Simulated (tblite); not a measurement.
C₅H₉S (doublet state).
SMILES with atom numbers: `[CH2:1]=[CH:2][CH2:3][CH2:4][CH2:5][S:6]` (hydrogens: H7, H8 on C1; H9 on C2; H10, H11 on C3; H12, H13 on C4; H14, H15 on C5)

Structure used (GFN2-xTB), in Å, numbered top down from 1:
```
atom  x, y, z in Å
C1     2.5590    0.6837   -0.3549
C2     1.2847    1.0065   -0.2345
C3     0.1483    0.1355   -0.6592
C4    -0.7876   -0.1630    0.5151
C5    -1.9443   -1.0637    0.0992
S6    -3.0349   -0.2815   -1.1006
H7     3.3487    1.3415   -0.0347
H8     2.8684   -0.2535   -0.7884
H9     1.0010    1.9531    0.2076
H10    0.5310   -0.7995   -1.0741
H11   -0.4298    0.6426   -1.4390
H12   -0.2277   -0.6615    1.3109
H13   -1.1832    0.7734    0.9146
H14   -2.5620   -1.3210    0.9620
H15   -1.5760   -1.9847   -0.3573
```

Computed with GFN2-xTB (tblite): harmonic, unscaled wavenumbers at the GFN2-xTB geometry, gas phase. This tight-binding method is rough: wavenumbers can miss measured ones by several per cent, in bad cases by 10 to 20. One conformer, not necessarily the lowest. Open shells enter through the occupations alone, without spin polarisation, and single modes of such species can be off by tens of per cent.

Harmonic wavenumbers (cm⁻¹): 58.6, 65.6, 112.2, 215.4, 268.8, 422.3, 441.7, 624.5, 703.5, 782.6, 831.9, 896.8, 942.8, 995.6, 1013.0, 1023.7, 1053.8, 1098.7, 1153.4, 1178.9, 1239.0, 1258.0, 1265.4, 1302.9, 1342.9, 1415.2, 1417.8, 1471.9, 1478.3, 1712.1, 2937.7, 2952.8, 2961.0, 2966.4, 2978.2, 2987.2, 3054.9, 3098.8, 3126.9.

A = 8922, B = 1099, C = 1042 MHz; mass 101.042 u (most abundant isotopes); point group C1, symmetry number 1; spin multiplicity 2.

What is the zero-point energy?

½Σν̃ = 27426 cm⁻¹ = 328.08 kJ/mol.

Give the ideal-gas entropy at 273.15 K and 1 bar in the rigid-rotor, harmonic-oscillator model (classical rotation).

Translation 164.60, rotation 115.40, vibration 74.39, spin (R ln 2) 5.76: S = 360.2 J/(mol K).

And Cp and H(273.15 K) − H(0)?

Cp = 107.43 J/(mol K), of which vibrations give 74.17 (their classical limit is 39 R = 324.3); H(273.15 K) − H(0) = 19.44 kJ/mol without the zero-point energy, 10.35 from vibrations.

What must be added to the electronic energy to get the Gibbs energy at 273.15 K and 1 bar?

ZPE + [H(273.15 K) − H(0)] − T·S = 328.08 + 19.44 − 98.38 = 249.14 kJ/mol.

How do the functions run with temperature in this model?

```
 T (K)  S (J/(mol K))  Cp (J/(mol K))  H − H(0) (kJ/mol)  G − H(0) (kJ/mol)  ln q(vib)
   150          307.2            74.5               8.36             -37.72       2.27
   250          351.0           100.4              17.03             -70.71       4.00
298.15          369.9           115.3              22.22             -88.06       4.80
   400          408.3           147.6              35.63            -127.71       6.50
   600          478.6           199.6              70.65            -216.53       9.89
   900          570.0           250.3             138.74            -374.23      14.87
```

q(vib) and H(0) count from the zero-point level.

Blend soft modes into free rotors: weight 1/[1 + (100 cm⁻¹/ν̃)⁴] for the oscillator and the rest for a rotor with moment μB/(μ + B), μ = h/(8π²ν), B = 10⁻⁴⁴ kg m². What vibrational entropy results?

66.69 J/(mol K) in place of 74.39, which changes −T·S at 273.15 K by +2.10 kJ/mol.

Hindered rotation and anharmonicity are outside this model. Other conformers, if any are populated, would add a mixing term that is left out. The structure is chiral; the term R ln 2 for an equal mix with its mirror image is left out.
